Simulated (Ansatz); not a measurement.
`N=CC(F)F` → `F[C]F` + `C=N` at 500 K and 1 bar (formal loss of a carbene).

Isolated molecules relaxed with PBE0-D4/def2-TZVP in Ansatz; ΔE leaves out vibrations. CCSD(T)/CBS is the MP2 limit (def2-TZVPP, def2-QZVPP) plus CCSD(T) − MP2 in def2-TZVPP, frozen cores. This one scheme is used for every species. One conformer a species, not always the lowest.

```csv
species,CCSD(T)/CBS energy (Eh),H − E (kJ/mol),S (J/(mol·K))
`N=CC(F)F`,-332.16254,176.7,347.3
`F[C]F`,-237.54028,37.4,262.4
`C=N`,-94.52360,124.2,249.5
```

H − E and S are ideal-gas, rigid-rotor, harmonic terms from PBE0-D4/def2-TZVP, for one conformer and one mirror image of each species. 1 Eh = 2625.50 kJ/mol, R = 8.31446 J/(mol·K).

Question: By hand: ΔE, ΔH, ΔS and ΔG.

Answer: ΔE = (-237.54028) + (-94.52360) − (-332.16254) = 0.09866 Eh = 259.0 kJ/mol. Δ(H − E) = 37.4 + 124.2 − 176.7 = -15.1, so ΔH = 243.9 kJ/mol. ΔS = 262.4 + 249.5 − 347.3 = 164.6 J/(mol·K). ΔG = 243.9 − 500 × (164.6)/1000 = 161.6 kJ/mol.

Question: By hand: the equilibrium constant, and the temperature at which ΔG would vanish if ΔH and ΔS stayed fixed.

Answer: log₁₀ K = −ΔG/(RT ln 10) = -16.9. ΔG = 0 at ΔH/ΔS = 1482 K.

The number of gas molecules changes by +1, which sets the sign of ΔS. A doubt of 5 kJ/mol in ΔE shifts log₁₀ K by 0.5 here. Other conformers and mirror images would add mixing entropy, several J/(mol·K) or more a flexible species. These are equilibria of isolated gas molecules and say nothing of rates. Largest T1 diagnostic: 0.017 (customary marks: 0.02 for closed shells, 0.045 for open ones).
